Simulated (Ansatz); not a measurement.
Results of HSE06 (Ansatz, a quantum-chemistry and plane-wave program, PAW) for rhombohedral A7 Sb.

Run with plane-wave cutoff 500 eV, 8×8×8 k mesh, Fermi–Dirac smearing 0.05 eV, scalar-relativistic PAW data made under PBE.

Computed at the level's own relaxed cell.

Q: Estimate the volume per atom, lattice constant a and c axis length that the calculation returns.

A: 
* **volume per atom**: 31.14 Å³/atom
* **lattice constant a**: 4.313 Å
* **c axis length**: 11.599 Å

Measured, for comparison: lattice constant a 4.301 Å, lattice parameter c 11.232 Å (78 K, zero-point motion not removed; as tabulated in Schiferl, Barrett, J. Appl. Cryst. 2, 30 (1969), COD 9009654). Computed (rounded) less measured: lattice constant a +0.3 %, lattice parameter c +3.3 %.

Note: exact exchange on metals is sensitive to the k mesh and can open a false gap; the run warned that the count of filled bands differs between k points; the cell comes from a level without a dispersion term, which matters for the spacing of layers, chains or molecules.

Spin–orbit coupling is not included.

Computed values are for the static lattice.

Computing time: around 22 core-minutes (rough).
